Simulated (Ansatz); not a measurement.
Ideal-gas functions of C₃H₂S₃ (`S=c1sccs1`) at 298.15 K and 1 bar, from an Ansatz frequency run at PBE0-D4/def2-TZVP.

Molar mass 134.25 g/mol, point group C2v (symmetry number 2), electronic degeneracy 1, moments of inertia 146.62, 277.233, 423.853 u Å². Harmonic wavenumbers (cm⁻¹, unscaled): 143, 240, 405, 457, 472, 521, 639, 666, 782, 839, 884, 896, 1102, 1134, 1297, 1578, 3226, 3246.

Use S(trans) = R[1.5 ln M + 2.5 ln T − 1.1517]; rotational temperatures θ = 24.2544 K / I; S(rot) = R[ln(√π/σ · √(T³/θAθBθC)) + 1.5]; for each mode x = 1.438777 ν̃/T, S = R[x/(eˣ − 1) − ln(1 − e⁻ˣ)] and H = RT x/(eˣ − 1); 1 cm⁻¹ = 0.0119627 kJ/mol; R = 8.31446 J/(mol·K).

Question: By hand: the entropy, in J/(mol·K).

Answer: Translation 170.0. Rotation: θ = 0.1654, 0.0875, 0.0572 K, giving 112.0. Vibration, mode by mode: 11.56, 7.54, 3.95, 3.24, 3.06, 2.54, 1.62, 1.46, 0.93, 0.74, 0.62, 0.59, 0.26, 0.23, 0.12, 0.04, 0.00, 0.00, in all 38.5. Electronic 0.0. Sum 320.5 J/(mol·K).

Question: By hand: H − E and G − E in kJ/mol, counted from the electronic energy.

Answer: Zero-point energy ½ × 18527 × 0.0119627 = 110.8; thermal vibration 7.3; translation, rotation and pV give 4 RT = 9.9. H − E = 128.0 kJ/mol, and G − E = 128.0 − 298.15 × 320.5/1000 = 32.4 kJ/mol.

Vibration gives 12 % of the entropy, 11.6 J/(mol·K) of it from the mode under 150 cm⁻¹: soft modes count most, and the harmonic formula is weakest for them.
